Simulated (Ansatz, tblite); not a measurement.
Cost and result up the ladder for diborane mono Cl (B₂H₅Cl) (8 atoms). Total charge 0; singlet. Geometry: PBE-D4/def2-TZVP.

```xyz
8

B    -0.6344   -0.3316   -0.4398
Cl   -2.2941    0.0679    0.0519
H    -0.4739   -1.0573   -1.3758
H     0.1089    0.7743   -0.6159
B     0.7643    0.3122    0.4164
H     1.8449   -0.0098    0.0168
H     0.5947    1.0369    1.3515
H     0.0895   -0.7928    0.5949
```

Ansatz on 4 threads of Arm Neoverse V1 on a shared host; xTB runs through tblite on one thread. Times are rough, summed over both states, and most runs start from the orbitals of an earlier one. PBE0-D4/def2-TZVP serves as the yardstick here, not as an exact answer. The other state is a doublet.

The xTB rows come from tblite.

Run but left out: PBE-D4/def2-TZVP (charge +1 doublet: an occupied level 0.03 eV above an empty one).

Raw xTB energies of ions are shifted by several eV.

```tsv
level	functions	wall time	vertical IE (eV)	difference from PBE0-D4/def2-TZVP (eV)
GFN2-xTB	22	0.007 s	14.09	2.79
GFN1-xTB	27	0.008 s	15.25	3.95
PBE0-D4/def2-TZVP (with forces)	129	4.3 s	11.30	0.00
r2SCAN-D4/def2-TZVP	129	4.9 s	11.16	-0.15
```
